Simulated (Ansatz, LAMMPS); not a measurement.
# How well does each level of theory give the electronic dielectric constant ε∞ of corundum (α-Al2O3)?

Reference value: 3.1 (measured, temperature not stated, not corrected to a static lattice, mean; as tabulated in Skone et al. (2014), arXiv:1501.03184).

Question: What do ionic model bush1994, ionic model grimes1999, ionic model lewis1985b, LDA, PBE give, and how far is each from the reference?

Answer: 
```tsv
level (code)	value	cell (Å³/atom)	difference (%)
ionic model bush1994 (shell model, LAMMPS)	5.78	8.73	+86
ionic model grimes1999 (shell model, LAMMPS)	4.75	8.51	+53
ionic model lewis1985b (shell model, LAMMPS)	3.17	7.99	+2.3
LDA (Ansatz)	3.23	8.32	+4.2
PBE (Ansatz)	3.27	8.76	+5.5
```

Once the reference is moved by up to 3.0 % (a margin picked here for doubts on the reference and the settings, and for temperature and zero-point motion) and values within 1.7 % count as equal, the nearest can be ionic model lewis1985b (+2.3 %) or LDA (+4.2 %). Among them ionic model bush1994 (+86 %) misses by most. Within 10 %: ionic model lewis1985b, LDA, PBE.

The reference isn't brought to a static lattice, while the calculations are for one, so the differences are not the levels' errors alone. For crystals that are not cubic the mean over three axes is given.  Each level is taken at its own relaxed cell. Ansatz's density-functional and Hartree–Fock values are scalar-relativistic unless marked +SOC, with PAW data made under PBE.

Empirical potentials (ionic model bush1994, ionic model grimes1999, ionic model lewis1985b) are fitted to chosen data: where that held the value shown, agreement is built in, and what lay outside the fit can be far off.

Differences are worked out from the printed values.

Ansatz is a program for electronic structure.
